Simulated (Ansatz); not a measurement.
Program: Ansatz. Geometries: PBE0-D4/def2-TZVP. ΔE: electronic, gas phase. CCSD(T)/CBS is the MP2 limit (def2-TZVPP, def2-QZVPP) plus CCSD(T) − MP2 in def2-TZVPP, frozen cores. This one scheme is used for every species. One conformer a species, not always the lowest.

`[AlH2][SiH2]S` + PH₃ → `[AlH2][SiH2]P` + H₂S  (ligand exchange at the Si–S bond)

`[AlH2][SiH2]S`:

```xyz
8

Al   -1.823   -0.053   -0.059
Si    0.588   -0.059    0.419
S     1.604    0.331   -1.435
H    -2.355    0.210   -1.530
H    -2.851   -0.316    1.123
H     1.035   -1.366    0.985
H     0.952    0.974    1.432
H     2.851    0.280   -0.935
```

PH₃:

Cartesian coordinates in Å:
```
P -0.134 0.432 -0.364
H 1.137 -0.201 -0.348
H -0.834 -0.803 -0.336
H -0.168 0.572 1.048
```

`[AlH2][SiH2]P`:

```xyz
9

Al    1.417   -1.039   -0.983
Si    0.262    0.598    0.435
P    -1.824   -0.155    0.911
H     1.456   -2.563   -0.539
H     2.116   -0.608   -2.343
H     0.246    1.973   -0.142
H     0.956    0.690    1.755
H    -2.328    1.106    1.325
H    -2.301   -0.001   -0.420
```

H₂S:

Cartesian coordinates in Å:
```
S 0.200 0.101 -0.577
H 0.731 0.299 0.638
H -0.932 -0.400 -0.061
```

```
        species  CCSD(T)/def2-SVP energy (Eh)
`[AlH2][SiH2]S`                    -931.36171
            PH₃                    -342.52849
`[AlH2][SiH2]P`                    -875.14315
            H₂S                    -398.73539
```

Work out ΔE.

ΔE = (-875.14315) + (-398.73539) − (-931.36171) − (-342.52849) = 0.01166 Eh = +30.6 kJ/mol. CCSD(T)/CBS gives +32.6 kJ/mol.

Largest T1 diagnostic among the species: 0.014.

In def2-TZVPP, CCSD(T) changes the Hartree–Fock value by −9.7 kJ/mol (the triples alone add −1.2 kJ/mol) and MP2 by −7.0 kJ/mol. Leaving LDA and LC-ωPBE aside and taking each functional with its dispersion term where it has one, the values, not all of them listed here, spread over 8.9 kJ/mol, from revPBE-D4 to BHLYP-D4. From BLYP to BHLYP (50 % exact exchange), in def2-TZVPP and without D4, ΔE moves by +4.1 kJ/mol.
